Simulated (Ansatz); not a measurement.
# Si2+ (quartet): the correlation ladder, def2-TZVPP

One table from this session's results is given with a row withheld; the runs are named, their logs left out.

The runs use Ansatz 0.2.0, Gaussian basis; def2-TZVPP, core rule «outside noble gas», up to 10 orbitals frozen.

To be run: UHF; ROHF; CCSD(T) on UHF.

### The geometry

The geometry is a PBE0/def2-TZVP stationary point (not a proven minimum).

2 atoms, charge 1, spin multiplicity 4.

Atoms are counted from 1 here; the program's logs count them from 0.

Bond lengths: Si1–Si2 2.273 Å.

Set-up of the first run:

Input file in.yaml:

```yaml
crystal:
  periodic: [false, false, false]
  atoms:
    - {symbol: Si, position_ang: [0.000000, 0.000000, 0.000000]}
    - {symbol: Si, position_ang: [0.000000, 0.000000, 2.272600]}
basis:
  gaussian: {orbitals: def2-TZVPP}
total_charge: 1
magnetization: {spin_polarized: true, initial_magnetization: 3}
hamiltonian: {xc: hf}
output: {orbitals: {seedname: orbitals}}
```

Command:

```sh
$ ansatz run in.yaml --threads 1 --pin off --events-out ev --progress --plain --max-ram 2816MiB --backend cpu
```

Steps of the session up to this table: UHF; ROHF; CCSD(T) on UHF.

One table of the session follows, with a row left open; its other results are not shown here.

It belongs to the step «Misses and costs». 

| method | from UCCSD(T) (meV) |
| --- | --- |
| ROHF | +4841.5 |
| UHF | ? |
| UMP2 | +1056.0 |
| UCCSD | +295.1 |
| UCCSD(T) | 0 |

Estimate the missing values for UHF.

As computed: from UCCSD(T) (meV): +4779.1. In the column «from UCCSD(T) (meV)» it lies between UMP2 (+1056.0) and ROHF (+4841.5).
